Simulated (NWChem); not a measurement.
Molecule: methanol (CH4O); SMILES CO

All runs: NWChem. Medium grid unless said otherwise, to which SCAN and Minnesota functionals are sensitive. Structure relaxed at the PBE0/def2-SVP level. Hybrids' shares of exact exchange are those that their runs print; pure functionals count as 0. The functionals differ in more than this share.

```csv
row,share of exact exchange,orbital gap (eV)
"LDA (Slater exchange, VWN5)/def2-TZVPD",0.00,5.94
PBE/def2-TZVPD,0.00,5.87
B3LYP/def2-TZVPD,0.20,7.66
PBE0/def2-TZVPD,0.25,8.21
M06-2X/def2-TZVPD,0.54,withheld
Hartree-Fock/def2-TZVPD,1.00,14.05
```

Fit a straight line of the last column on the one before it, predict the withheld value, and compare with the run.


1. Means of the 5 shown rows: x = 0.290, y = 8.346. Slope Σ(x − x̄)(y − ȳ)/Σ(x − x̄)² = 5.533/0.6820 = 8.113; intercept 5.993.
2. The shown rows scatter about the line by 0.108 (root mean square); the largest residual is +0.19, at PBE0/def2-TZVPD.
3. At x = 0.54 (M06-2X/def2-TZVPD; inside the shown range) the line gives 10.37.
4. The run gives 9.99, -0.38 from the line, 3.5 times the scatter.
